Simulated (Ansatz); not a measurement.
Input and output for CH$_{4}$OS$_{2}$ (`OC(S)S`).

```yaml
crystal:
  periodic: [false, false, false]
  atoms:
    - {symbol: O, position_ang: [-0.507371, 1.273920, -0.838942]}
    - {symbol: C, position_ang: [0.177087, 0.515278, 0.095065]}
    - {symbol: S, position_ang: [1.257300, -0.656113, -0.805836]}
    - {symbol: S, position_ang: [-0.863114, -0.300604, 1.342323]}
    - {symbol: H, position_ang: [-1.109374, 0.698494, -1.323933]}
    - {symbol: H, position_ang: [0.791674, 1.215364, 0.661268]}
    - {symbol: H, position_ang: [1.536675, -1.449160, 0.239371]}
    - {symbol: H, position_ang: [-1.190577, -1.354379, 0.574985]}
basis:
  gaussian: {orbitals: def2-mTZVP}
magnetization: {spin_polarized: true, initial_magnetization: 2}
hamiltonian: {xc: {name: B3LYP}, dispersion: d3bj}
scf: {lower_state_search: light}
output: {forces: true}
```

```sh
$ ansatz run in.yaml --threads 2 --pin off --events-out ev --progress --plain --max-ram 4352MiB
```

Output, abridged:

```
Functional definition: B3LYP
918 factors; integrals over basis functions are off by at most 9.8e-4 eV
mean field evaluation 1: about -24811.5347 eV, gradient 3.8e1 eV
mean field evaluation 2: about -24783.6877 eV, gradient 8.3e1 eV
mean field evaluation 4: about -24816.5609 eV, gradient 8.3e0 eV
mean field evaluation 8: about -24816.9761 eV, gradient 4.5e-1 eV
mean field evaluation 16: about -24816.9915 eV, gradient 1.4e-2 eV
mean field evaluation 32: about -24816.9915 eV, gradient 9.7e-6 eV
mean field -24816.99152329 eV, -912.0076169199 hartree, gradient 6.4e-6 eV, S^2 2.006156; 5 other end points of the search recorded, 0 dependent functions left out
reference -24816.99176527 eV, -912.0076258125 hartree; 26, 24 occupied and 73, 75 virtual orbitals, 918 factors
Total energy: -24817.34749147 eV, -912.0206985094 hartree
Atom 0 at    -0.507371     1.273920    -0.838942 Å, force     0.211829     0.409430     0.096859 eV/Å
Atom 1 at     0.177087     0.515278     0.095065 Å, force    -0.532246     1.918261     0.616198 eV/Å
Atom 2 at     1.257300    -0.656113    -0.805836 Å, force     1.195239    -1.063257    -3.418613 eV/Å
Atom 3 at    -0.863114    -0.300604     1.342323 Å, force    -0.713800     0.179116     2.088261 eV/Å
Atom 4 at    -1.109374     0.698494    -1.323933 Å, force    -0.308529    -0.332209    -0.352193 eV/Å
Atom 5 at     0.791674     1.215364     0.661268 Å, force     0.115949    -0.148880     0.187932 eV/Å
Atom 6 at     1.536675    -1.449160     0.239371 Å, force     0.100997    -0.270618     1.742204 eV/Å
Atom 7 at    -1.190577    -1.354379     0.574985 Å, force    -0.069438    -0.691843    -0.960647 eV/Å
Dipole moment:     0.028837    -0.195378    -0.032242 e Å
```

It took 5.5 s on 2 threads of an Arm Neoverse V2 on a shared host, with 0.27 GiB of host memory at the peak.
